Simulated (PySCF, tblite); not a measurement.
# H5O2+, an ion with solvent molecules: NMR shifts, interaction energy, infrared bands, spin-spin couplings and core binding energies

An exercise on one series of results from a longer session: the logs are not shown, and one member is left open.

Programs: tblite 0.8.0 and PySCF 2.14.0. All values are calculated, for the isolated system unless a continuum is named. Atoms count from 0, parts from 1.

### The system as given

7 atoms, charge 1, multiplicity 1; geometry: rigid parts in contact. Parts: 1 = atoms 0–3, `[OH3+]`, charge 1; 2 = atoms 4–6, `O`, charge 0.

The first run:

The job: settings as JSON, then the geometry in Å.

```
{"job": {"kind": "dock", "xc": "GFN2-xTB", "basis": "xTB"}, "charge": 1, "multiplicity": 1, "parts": [{"atoms": "0-3", "charge": 1, "multiplicity": 1}, {"atoms": "4-6", "charge": 0, "multiplicity": 1}]}
O      0.004513    -0.002998     0.212879
H     -0.413590     0.847095    -0.051653
H     -0.528816    -0.779814    -0.069589
H      0.937893    -0.064283    -0.091637
O     -0.467043     2.949790    -0.555474
H     -0.911115     3.754971    -0.282510
H     -0.129670     3.097894    -1.440965
```

With the program's defaults for keys left out, this is: GFN2-xTB search for minima from random contacts, gas phase.

Launch:

```sh
$ OMP_NUM_THREADS=1 python cluster_run.py task.json out
```

One launch serves the whole session: the jobs run in the order shown.

Steps of the session up to this table: Docking the parts with GFN2-xTB; Optimising the geometry at PBE0-D3(BJ)/def2-TZVPD; Shielding tensors: PBE0/pcSseg-2; Coupled-cluster interaction energy: CCSD(T) and MP2.

One table of the session follows, with a row left open; its other results are not shown here.

It belongs to the step «Coupled-cluster interaction energy: CCSD(T) and MP2». 

```
                 method  interaction energy (kcal/mol)
         HF/aug-cc-pVDZ                              ?
        MP2/aug-cc-pVDZ                         -49.03
       CCSD/aug-cc-pVDZ                         -48.21
    CCSD(T)/aug-cc-pVDZ                         -48.36
         HF/aug-cc-pVQZ                         -50.82
        MP2/aug-cc-pVQZ                         -51.89
    SCS-MP2/aug-cc-pVQZ                         -50.59
      MP2, extrapolated                         -52.28
CCSD(T), limit estimate                         -51.61
```

**Question.** Estimate the row for HF/aug-cc-pVDZ.

**Answer.** interaction energy (kcal/mol): -49.65. In the column «interaction energy (kcal/mol)» it lies between SCS-MP2/aug-cc-pVQZ (-50.59) and MP2/aug-cc-pVDZ (-49.03).

At this geometry H1 is shared between O0 (1.19 Å) and O4 (1.20 Å): a shared proton, so the energy depends on which part it is counted to.

Limits of these values: The interaction energy leaves out the deformation of the parts, 18.18 kcal/mol at MP2. So large a deformation means that a part is far from its own minimum, so a sum across the two methods would be rough.
